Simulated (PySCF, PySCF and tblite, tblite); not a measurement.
# 1-fluorobutane (C₄H₉F): conformers and averaged spectra, part 2 of 3

PySCF and tblite. Atoms count from 0.

### Step 9. Shieldings, conformer 1: wB97X-D/pcSseg-1 in chloroform

Job settings and geometry (Å):

```
{"job": {"xc": "wB97X-D", "basis": "pcSseg-1", "solvent": "chloroform", "kind": "nmr", "pop": true}, "charge": 0, "multiplicity": 1}
C     -1.974446     0.042826    -0.115956
C     -0.544508     0.477311     0.158809
C      0.479949    -0.615237    -0.114854
C      1.907384    -0.161987     0.075288
F      2.207008     0.856682    -0.800569
H     -2.258219    -0.824092     0.502539
H     -2.106742    -0.249164    -1.170101
H     -2.690471     0.850837     0.096588
H     -0.448274     0.808801     1.208118
H     -0.290887     1.353957    -0.459046
H      0.302558    -1.483353     0.544402
H      0.365178    -0.984898    -1.148797
H      2.069014     0.212559     1.102296
H      2.614208    -0.990525    -0.103539
```

Output:

```text
coarse grid: 11016 points
cycle   1  E = -257.5002354793  dE =  4.153e-01  |g| = 4.961e-01  |ddm| = 2.961e+00
cycle   2  E = -257.5039701962  dE = -3.735e-03  |g| = 5.351e-01  |ddm| = 5.408e-01
cycle   3  E = -257.5445280103  dE = -4.056e-02  |g| = 3.407e-02  |ddm| = 2.687e-01
cycle   4  E = -257.5447263796  dE = -1.984e-04  |g| = 1.618e-02  |ddm| = 3.060e-02
cycle   5  E = -257.5447851765  dE = -5.880e-05  |g| = 3.095e-03  |ddm| = 1.442e-02
cycle   6  E = -257.5447876160  dE = -2.439e-06  |g| = 3.829e-04  |ddm| = 2.913e-03
final grid: 104784 points
cycle   7  E = -257.5841605082  dE = -1.669e-04  |g| = 5.853e-03  |ddm| = 3.598e-02
cycle   8  E = -257.5841625467  dE = -2.039e-06  |g| = 5.883e-03  |ddm| = 8.644e-03
cycle   9  E = -257.5841673391  dE = -4.792e-06  |g| = 5.142e-04  |ddm| = 3.011e-03
cycle  10  E = -257.5841674123  dE = -7.313e-08  |g| = 2.470e-04  |ddm| = 1.161e-03
cycle  11  E = -257.5841674280  dE = -1.571e-08  |g| = 3.882e-05  |ddm| = 2.617e-04
cycle  12  E = -257.5841674287  dE = -7.044e-10  |g| = 6.693e-06  |ddm| = 1.136e-04
converged SCF energy = -257.5841674287

GIAO shielding tensors (ppm)
atom      isotropic    diamagn.    paramagn.     s11        s22        s33       span
  0 C      168.862     245.565     -76.703    158.254    162.650    185.683     27.429
  1 C      163.228     247.998     -84.770    148.363    169.796    171.523     23.160
  2 C      149.289     249.569    -100.280    135.670    146.844    165.353     29.684
  3 C       99.492     240.933    -141.441     63.421     82.665    152.390     88.969
  4 F      430.523     474.735     -44.211    386.678    441.670    463.222     76.544
  5 H       30.453      29.264       1.189     26.486     28.442     36.430      9.945
  6 H       30.468      29.319       1.150     26.331     28.591     36.483     10.152
  7 H       30.121      28.109       2.013     25.597     27.474     37.294     11.697
  8 H       30.289      31.614      -1.324     25.528     29.460     35.879     10.351
  9 H       29.798      31.587      -1.789     24.470     30.446     34.477     10.007
 10 H       30.229      31.518      -1.290     26.208     29.144     35.333      9.125
 11 H       29.775      31.489      -1.714     25.787     29.323     34.215      8.427
 12 H       26.988      28.560      -1.572     22.764     27.110     31.088      8.324
 13 H       26.680      27.394      -0.714     22.200     26.822     31.018      8.819
```

Wall time 9.9 s (1 thread of AMD EPYC 9R45, shared host); peak memory 0.77 GiB.

In short: HOMO -10.88 eV, LUMO 3.59 eV; dipole 2.10 D.

Orbitals, density, ELF and potential are computed afterwards from the orbital file.

Frontier orbitals at wB97X-D/pcSseg-1, with the share of their density that lies nearest to each atom:

```csv
orbital,energy (eV),lies on
HOMO,-10.88,"H13 17 %; F4 16 %; C1, C2 about 14 % each"
LUMO,3.59,"H10 17 %; H5, H8 about 13 % each; H6, H7, H11 about 8 % each"
```

ELF in a plane through or near 6 of the atoms.

Ten even steps from '0' (0.00) to '9' (1.00):
```
0000000000000000000000000000
0000000000000000000000000000
0000000000000000000000000000
0000000000000000000000000000
0000000000000122100000000000
0000000010000365300057610000
0000000111000577511599970000
0000000122100464544899991000
0000000344311522376899991000
0000013423676852681299960000
0000589932972585766544310000
0001999986735251246652000000
0001999984443430036652000000
0000799950146630013421000000
0000178500022210001110000000
0000000000000000000000000000
0000000000000000000000000000
0000000000000000000000000000
0000000000000000000000000000
0000000000000000000000000000
```
The map spans 10.7 Å across and 7.7 Å up, centred on the molecule. Atoms in the plane (x, y in Å): C0 (2.0, -0.1), C1 (0.6, 0.5), C2 (-0.5, -0.5), C3 (-1.9, 0.1), H7 (2.7, 0.7), H13 (-2.7, -0.7).

On the surface of density 0.002 e/bohr³ the electrostatic potential runs, from the 1st to the 99th percentile, from -1.29 V near F4 to 0.95 V near H13.

### Step 10. Single-point energy, conformer 1: B3LYP/def2-SVP in chloroform

The job, as its differences from that of step 9:

```diff
@@ -1,2 +1,2 @@
-{"job": {"xc": "wB97X-D", "basis": "pcSseg-1", "solvent": "chloroform", "kind": "nmr", "pop": true}, "charge": 0, "multiplicity": 1}
+{"job": {"xc": "B3LYP", "basis": "def2-SVP", "solvent": "chloroform", "kind": "sp"}, "charge": 0, "multiplicity": 1}
 C     -1.974446     0.042826    -0.115956
```

Output:

```text
coarse grid: 11016 points
cycle   1  E = -257.3948976034  dE =  2.119e-01  |g| = 5.469e-01  |ddm| = 3.497e+00
cycle   2  E = -257.3566780724  dE =  3.822e-02  |g| = 7.304e-01  |ddm| = 1.146e+00
cycle   3  E = -257.4554066472  dE = -9.873e-02  |g| = 5.525e-02  |ddm| = 6.470e-01
cycle   4  E = -257.4558943848  dE = -4.877e-04  |g| = 2.723e-02  |ddm| = 6.715e-02
cycle   5  E = -257.4560646265  dE = -1.702e-04  |g| = 3.949e-03  |ddm| = 2.782e-02
cycle   6  E = -257.4560678273  dE = -3.201e-06  |g| = 1.380e-03  |ddm| = 4.533e-03
final grid: 104784 points
cycle   7  E = -257.4993291704  dE = -2.801e-05  |g| = 6.585e-03  |ddm| = 2.653e-02
cycle   8  E = -257.4993217301  dE =  7.440e-06  |g| = 8.940e-03  |ddm| = 1.405e-02
cycle   9  E = -257.4993392262  dE = -1.750e-05  |g| = 5.371e-04  |ddm| = 7.946e-03
cycle  10  E = -257.4993392777  dE = -5.143e-08  |g| = 1.350e-04  |ddm| = 5.699e-04
cycle  11  E = -257.4993392812  dE = -3.496e-09  |g| = 2.522e-05  |ddm| = 1.219e-04
cycle  12  E = -257.4993392813  dE = -1.369e-10  |g| = 9.587e-06  |ddm| = 3.108e-05
converged SCF energy = -257.4993392813
```

Wall time 2.2 s (1 thread of AMD EPYC 9R45, shared host); peak memory 0.65 GiB.

This run: HOMO -8.60 eV, LUMO 1.74 eV; dipole 1.88 D.

### Step 11. Shieldings, conformer 2: wB97X-D/pcSseg-1 in chloroform

Job settings and geometry (Å):

```
{"job": {"xc": "wB97X-D", "basis": "pcSseg-1", "solvent": "chloroform", "kind": "nmr", "pop": false}, "charge": 0, "multiplicity": 1}
C     -1.942221     0.120816    -0.383157
C     -0.451933     0.021812    -0.666619
C      0.393160    -0.076350     0.595680
C      1.871897    -0.178597     0.306220
F      2.588340    -0.272945     1.473598
H     -2.527013     0.190408    -1.312591
H     -2.174620     1.009766     0.224629
H     -2.302133    -0.759752     0.172442
H     -0.129878     0.898812    -1.255861
H     -0.255703    -0.856252    -1.307320
H      0.219991     0.803804     1.238462
H      0.090326    -0.956728     1.188211
H      2.089704    -1.069838    -0.309607
H      2.225189     0.708795    -0.249427
```

Output:

```text
coarse grid: 11016 points
cycle   1  E = -257.4992621876  dE =  4.172e-01  |g| = 4.903e-01  |ddm| = 2.964e+00
cycle   2  E = -257.5034106467  dE = -4.148e-03  |g| = 5.243e-01  |ddm| = 5.532e-01
cycle   3  E = -257.5420380501  dE = -3.863e-02  |g| = 3.392e-02  |ddm| = 2.773e-01
cycle   4  E = -257.5422335968  dE = -1.955e-04  |g| = 1.624e-02  |ddm| = 3.020e-02
cycle   5  E = -257.5422927692  dE = -5.917e-05  |g| = 3.030e-03  |ddm| = 1.448e-02
cycle   6  E = -257.5422951276  dE = -2.358e-06  |g| = 4.051e-04  |ddm| = 2.774e-03
final grid: 104784 points
cycle   7  E = -257.5833919603  dE = -1.568e-04  |g| = 6.309e-03  |ddm| = 3.784e-02
cycle   8  E = -257.5833937017  dE = -1.741e-06  |g| = 6.505e-03  |ddm| = 9.443e-03
cycle   9  E = -257.5833998030  dE = -6.101e-06  |g| = 5.009e-04  |ddm| = 3.494e-03
cycle  10  E = -257.5833998618  dE = -5.880e-08  |g| = 2.713e-04  |ddm| = 1.022e-03
cycle  11  E = -257.5833998802  dE = -1.837e-08  |g| = 3.403e-05  |ddm| = 2.744e-04
cycle  12  E = -257.5833998807  dE = -5.141e-10  |g| = 8.747e-06  |ddm| = 9.376e-05
converged SCF energy = -257.5833998807

GIAO shielding tensors (ppm)
atom      isotropic    diamagn.    paramagn.     s11        s22        s33       span
  0 C      168.789     245.586     -76.797    158.187    162.495    185.685     27.498
  1 C      165.868     248.552     -82.684    159.215    165.794    172.596     13.381
  2 C      149.684     249.055     -99.371    126.070    150.878    172.105     46.035
  3 C       99.119     243.847    -144.727     57.793     79.824    159.740    101.947
  4 F      423.745     470.760     -47.014    394.850    412.117    464.269     69.419
  5 H       30.143      28.064       2.079     25.680     27.412     37.338     11.658
  6 H       30.398      29.351       1.046     26.303     28.518     36.371     10.068
  7 H       30.398      29.304       1.095     26.305     28.518     36.372     10.067
  8 H       30.399      31.657      -1.258     25.472     29.812     35.912     10.440
  9 H       30.404      31.607      -1.203     25.476     29.821     35.914     10.437
 10 H       29.830      31.544      -1.714     26.050     29.672     33.769      7.718
 11 H       29.838      31.499      -1.661     26.051     29.697     33.765      7.715
 12 H       26.948      28.972      -2.024     22.575     28.575     29.693      7.118
 13 H       26.937      28.989      -2.051     22.578     28.554     29.681      7.103
```

Run time: 7.1 s. Hardware: 1 thread of AMD EPYC 9R45, shared host; peak memory 0.69 GiB.

In short: HOMO -10.97 eV, LUMO 3.48 eV; dipole 2.26 D.

### Step 12. Single-point energy, conformer 2: B3LYP/def2-SVP in chloroform

The job, as its differences from that of step 11:

```diff
@@ -1,2 +1,2 @@
-{"job": {"xc": "wB97X-D", "basis": "pcSseg-1", "solvent": "chloroform", "kind": "nmr", "pop": false}, "charge": 0, "multiplicity": 1}
+{"job": {"xc": "B3LYP", "basis": "def2-SVP", "solvent": "chloroform", "kind": "sp"}, "charge": 0, "multiplicity": 1}
 C     -1.942221     0.120816    -0.383157
```

Output:

```text
coarse grid: 11016 points
cycle   1  E = -257.3944814150  dE =  2.128e-01  |g| = 5.420e-01  |ddm| = 3.490e+00
cycle   2  E = -257.3607171564  dE =  3.376e-02  |g| = 7.107e-01  |ddm| = 1.313e+00
cycle   3  E = -257.4533862771  dE = -9.267e-02  |g| = 5.379e-02  |ddm| = 7.609e-01
cycle   4  E = -257.4538523732  dE = -4.661e-04  |g| = 2.679e-02  |ddm| = 6.898e-02
cycle   5  E = -257.4540184615  dE = -1.661e-04  |g| = 3.848e-03  |ddm| = 2.882e-02
cycle   6  E = -257.4540214292  dE = -2.968e-06  |g| = 1.543e-03  |ddm| = 4.772e-03
final grid: 104784 points
cycle   7  E = -257.4985498950  dE = -3.089e-05  |g| = 6.822e-03  |ddm| = 2.808e-02
cycle   8  E = -257.4985415281  dE =  8.367e-06  |g| = 9.419e-03  |ddm| = 1.537e-02
cycle   9  E = -257.4985601654  dE = -1.864e-05  |g| = 5.371e-04  |ddm| = 9.235e-03
cycle  10  E = -257.4985602158  dE = -5.044e-08  |g| = 1.626e-04  |ddm| = 6.752e-04
cycle  11  E = -257.4985602213  dE = -5.548e-09  |g| = 2.516e-05  |ddm| = 1.476e-04
cycle  12  E = -257.4985602215  dE = -1.312e-10  |g| = 1.103e-05  |ddm| = 3.349e-05
converged SCF energy = -257.4985602215
```

Run time: 2.6 s. Hardware: 1 thread of AMD EPYC 9R45, shared host; peak memory 0.66 GiB.

Key values: HOMO -8.70 eV, LUMO 1.63 eV; dipole 2.03 D.

### Step 13. Shieldings, conformer 3: wB97X-D/pcSseg-1 in chloroform

Job settings and geometry (Å):

```
{"job": {"xc": "wB97X-D", "basis": "pcSseg-1", "solvent": "chloroform", "kind": "nmr", "pop": false}, "charge": 0, "multiplicity": 1}
C      1.642944     0.387113     0.488893
C      0.771564     0.324289    -0.758515
C     -0.447510    -0.585108    -0.639782
C     -1.460333    -0.122334     0.382811
F     -2.561338    -0.943872     0.366969
H      1.117622     0.840424     1.343858
H      2.548023     0.987318     0.311242
H      1.968461    -0.619343     0.798209
H      1.381383    -0.024180    -1.607834
H      0.441860     1.342841    -1.031202
H     -0.960970    -0.651051    -1.613002
H     -0.132817    -1.611573    -0.383604
H     -1.040610    -0.131646     1.403411
H     -1.790486     0.909290     0.162163
```

Output:

```text
coarse grid: 11016 points
cycle   1  E = -257.4987293609  dE =  4.122e-01  |g| = 4.896e-01  |ddm| = 2.954e+00
cycle   2  E = -257.5033596392  dE = -4.630e-03  |g| = 5.217e-01  |ddm| = 5.407e-01
cycle   3  E = -257.5413567632  dE = -3.800e-02  |g| = 3.470e-02  |ddm| = 2.684e-01
cycle   4  E = -257.5415595084  dE = -2.027e-04  |g| = 1.657e-02  |ddm| = 3.069e-02
cycle   5  E = -257.5416217140  dE = -6.221e-05  |g| = 2.914e-03  |ddm| = 1.458e-02
cycle   6  E = -257.5416239081  dE = -2.194e-06  |g| = 4.071e-04  |ddm| = 2.706e-03
final grid: 104784 points
cycle   7  E = -257.5821534298  dE = -1.622e-04  |g| = 6.420e-03  |ddm| = 3.574e-02
cycle   8  E = -257.5821550767  dE = -1.647e-06  |g| = 6.635e-03  |ddm| = 9.040e-03
cycle   9  E = -257.5821613210  dE = -6.244e-06  |g| = 4.923e-04  |ddm| = 3.493e-03
cycle  10  E = -257.5821613828  dE = -6.185e-08  |g| = 2.526e-04  |ddm| = 9.968e-04
cycle  11  E = -257.5821613984  dE = -1.556e-08  |g| = 3.510e-05  |ddm| = 2.422e-04
cycle  12  E = -257.5821613989  dE = -5.344e-10  |g| = 7.021e-06  |ddm| = 9.014e-05
converged SCF energy = -257.5821613989

GIAO shielding tensors (ppm)
atom      isotropic    diamagn.    paramagn.     s11        s22        s33       span
  0 C      170.296     247.380     -77.084    157.060    169.255    184.575     27.515
  1 C      165.250     247.029     -81.778    158.845    165.056    171.850     13.006
  2 C      151.982     248.180     -96.198    136.515    150.690    168.742     32.227
  3 C       99.626     245.450    -145.824     58.423     79.515    160.939    102.516
  4 F      428.035     471.074     -43.039    394.790    426.217    463.098     68.308
  5 H       30.521      30.523      -0.002     25.806     29.760     35.998     10.192
  6 H       30.286      28.361       1.925     25.832     27.560     37.466     11.634
  7 H       30.605      29.847       0.759     26.761     28.569     36.486      9.724
  8 H       29.921      30.004      -0.083     24.677     28.687     36.400     11.723
  9 H       30.202      30.911      -0.709     25.768     29.047     35.791     10.022
 10 H       29.643      30.215      -0.572     25.424     28.564     34.940      9.516
 11 H       29.797      30.979      -1.182     26.486     28.970     33.937      7.451
 12 H       26.713      30.141      -3.428     21.618     28.099     30.423      8.806
 13 H       27.043      29.596      -2.553     22.687     28.665     29.778      7.090
```

Run time: 7.9 s. Hardware: 1 thread of AMD EPYC 9R45, shared host; peak memory 0.7 GiB.

This run: HOMO -10.79 eV, LUMO 3.40 eV; dipole 2.29 D.

### Step 14. Single-point energy, conformer 3: B3LYP/def2-SVP in chloroform

The job, as its differences from that of step 13:

```diff
@@ -1,2 +1,2 @@
-{"job": {"xc": "wB97X-D", "basis": "pcSseg-1", "solvent": "chloroform", "kind": "nmr", "pop": false}, "charge": 0, "multiplicity": 1}
+{"job": {"xc": "B3LYP", "basis": "def2-SVP", "solvent": "chloroform", "kind": "sp"}, "charge": 0, "multiplicity": 1}
 C      1.642944     0.387113     0.488893
```

Output:

```text
coarse grid: 11016 points
cycle   1  E = -257.3933298768  dE =  2.084e-01  |g| = 5.413e-01  |ddm| = 3.499e+00
cycle   2  E = -257.3608434681  dE =  3.249e-02  |g| = 7.063e-01  |ddm| = 1.250e+00
cycle   3  E = -257.4520049886  dE = -9.116e-02  |g| = 5.218e-02  |ddm| = 7.091e-01
cycle   4  E = -257.4524123381  dE = -4.073e-04  |g| = 2.761e-02  |ddm| = 6.528e-02
cycle   5  E = -257.4525879593  dE = -1.756e-04  |g| = 3.597e-03  |ddm| = 2.809e-02
cycle   6  E = -257.4525906258  dE = -2.667e-06  |g| = 1.288e-03  |ddm| = 4.181e-03
final grid: 104784 points
cycle   7  E = -257.4972165777  dE = -3.025e-05  |g| = 6.721e-03  |ddm| = 2.433e-02
cycle   8  E = -257.4972079922  dE =  8.586e-06  |g| = 9.393e-03  |ddm| = 1.431e-02
cycle   9  E = -257.4972266076  dE = -1.862e-05  |g| = 5.283e-04  |ddm| = 8.646e-03
cycle  10  E = -257.4972266562  dE = -4.861e-08  |g| = 1.701e-04  |ddm| = 6.502e-04
cycle  11  E = -257.4972266622  dE = -5.999e-09  |g| = 2.166e-05  |ddm| = 1.487e-04
cycle  12  E = -257.4972266623  dE = -9.686e-11  |g| = 9.236e-06  |ddm| = 3.171e-05
converged SCF energy = -257.4972266623
```

It took 2.4 s on 1 thread of AMD EPYC 9R45, shared host; peak memory 0.66 GiB.

In short: HOMO -8.51 eV, LUMO 1.55 eV; dipole 2.06 D.

### Step 15. Shieldings, conformer 4: wB97X-D/pcSseg-1 in chloroform

Job settings and geometry (Å):

```
{"job": {"xc": "wB97X-D", "basis": "pcSseg-1", "solvent": "chloroform", "kind": "nmr", "pop": false}, "charge": 0, "multiplicity": 1}
C      1.576033    -0.365281    -0.054912
C      0.556247     0.512688     0.654158
C     -0.734427     0.742191    -0.126680
C     -1.534454    -0.513706    -0.385925
F     -1.814156    -1.158434     0.797707
H      1.191270    -1.382153    -0.230510
H      2.494502    -0.468668     0.542396
H      1.861967     0.056760    -1.032602
H      1.007348     1.493913     0.876757
H      0.298310     0.066965     1.629057
H     -1.371303     1.458611     0.418931
H     -0.511833     1.205508    -1.105022
H     -2.489867    -0.273868    -0.883637
H     -0.982116    -1.216700    -1.034158
```

Output:

```text
coarse grid: 11016 points
cycle   1  E = -257.4976635717  dE =  4.146e-01  |g| = 4.938e-01  |ddm| = 2.955e+00
cycle   2  E = -257.5016386291  dE = -3.975e-03  |g| = 5.312e-01  |ddm| = 5.457e-01
cycle   3  E = -257.5414201606  dE = -3.978e-02  |g| = 3.484e-02  |ddm| = 2.718e-01
cycle   4  E = -257.5416242735  dE = -2.041e-04  |g| = 1.640e-02  |ddm| = 3.108e-02
cycle   5  E = -257.5416848503  dE = -6.058e-05  |g| = 3.016e-03  |ddm| = 1.451e-02
cycle   6  E = -257.5416871787  dE = -2.328e-06  |g| = 4.049e-04  |ddm| = 2.896e-03
final grid: 104784 points
cycle   7  E = -257.5830764648  dE = -1.519e-04  |g| = 6.437e-03  |ddm| = 3.732e-02
cycle   8  E = -257.5830783272  dE = -1.862e-06  |g| = 6.667e-03  |ddm| = 9.229e-03
cycle   9  E = -257.5830850420  dE = -6.715e-06  |g| = 5.334e-04  |ddm| = 3.491e-03
cycle  10  E = -257.5830850977  dE = -5.570e-08  |g| = 3.198e-04  |ddm| = 9.735e-04
cycle  11  E = -257.5830851223  dE = -2.456e-08  |g| = 3.220e-05  |ddm| = 3.260e-04
cycle  12  E = -257.5830851228  dE = -4.927e-10  |g| = 8.998e-06  |ddm| = 9.836e-05
converged SCF energy = -257.5830851228

GIAO shielding tensors (ppm)
atom      isotropic    diamagn.    paramagn.     s11        s22        s33       span
  0 C      172.448     247.439     -74.991    158.568    173.195    185.581     27.012
  1 C      166.755     246.645     -79.889    156.690    167.951    175.625     18.934
  2 C      152.211     248.771     -96.560    142.631    155.351    158.651     16.020
  3 C      104.125     242.434    -138.309     63.921     81.893    166.561    102.640
  4 F      437.306     474.996     -37.690    391.914    450.474    469.530     77.616
  5 H       30.118      30.518      -0.400     25.332     29.530     35.492     10.160
  6 H       30.268      28.609       1.659     25.855     27.501     37.449     11.594
  7 H       30.751      29.928       0.823     26.736     28.346     37.171     10.435
  8 H       30.071      30.229      -0.158     24.574     28.870     36.768     12.194
  9 H       29.808      30.864      -1.056     25.535     28.914     34.975      9.441
 10 H       29.403      30.054      -0.651     24.838     27.836     35.533     10.695
 11 H       30.338      30.982      -0.644     26.307     28.715     35.991      9.684
 12 H       26.829      27.702      -0.872     22.331     26.730     31.426      9.095
 13 H       26.734      29.557      -2.823     23.269     26.911     30.023      6.754
```

It took 7.9 s on 1 thread of AMD EPYC 9R45, shared host; peak memory 0.7 GiB.

This run: HOMO -10.84 eV, LUMO 3.43 eV; dipole 2.08 D.

### Step 16. Single-point energy, conformer 4: B3LYP/def2-SVP in chloroform

The job, as its differences from that of step 15:

```diff
@@ -1,2 +1,2 @@
-{"job": {"xc": "wB97X-D", "basis": "pcSseg-1", "solvent": "chloroform", "kind": "nmr", "pop": false}, "charge": 0, "multiplicity": 1}
+{"job": {"xc": "B3LYP", "basis": "def2-SVP", "solvent": "chloroform", "kind": "sp"}, "charge": 0, "multiplicity": 1}
 C      1.576033    -0.365281    -0.054912
```

Output:

```text
coarse grid: 11016 points
cycle   1  E = -257.3938266119  dE =  2.094e-01  |g| = 5.440e-01  |ddm| = 3.511e+00
cycle   2  E = -257.3567955193  dE =  3.703e-02  |g| = 7.240e-01  |ddm| = 1.176e+00
cycle   3  E = -257.4537517196  dE = -9.696e-02  |g| = 5.399e-02  |ddm| = 6.683e-01
cycle   4  E = -257.4541918383  dE = -4.401e-04  |g| = 2.763e-02  |ddm| = 6.721e-02
cycle   5  E = -257.4543651529  dE = -1.733e-04  |g| = 4.014e-03  |ddm| = 2.829e-02
cycle   6  E = -257.4543686216  dE = -3.469e-06  |g| = 1.041e-03  |ddm| = 4.461e-03
final grid: 104784 points
cycle   7  E = -257.4982381478  dE = -2.953e-05  |g| = 6.862e-03  |ddm| = 2.482e-02
cycle   8  E = -257.4982295332  dE =  8.615e-06  |g| = 9.548e-03  |ddm| = 1.441e-02
cycle   9  E = -257.4982486052  dE = -1.907e-05  |g| = 5.331e-04  |ddm| = 8.452e-03
cycle  10  E = -257.4982486566  dE = -5.142e-08  |g| = 1.677e-04  |ddm| = 6.163e-04
cycle  11  E = -257.4982486623  dE = -5.727e-09  |g| = 2.124e-05  |ddm| = 1.491e-04
cycle  12  E = -257.4982486624  dE = -9.300e-11  |g| = 8.232e-06  |ddm| = 2.934e-05
converged SCF energy = -257.4982486624
```

Run time: 2.5 s. Hardware: 1 thread of AMD EPYC 9R45, shared host; peak memory 0.66 GiB.

Key values: HOMO -8.56 eV, LUMO 1.57 eV; dipole 1.86 D.

(Continued in part 3 of 3.)
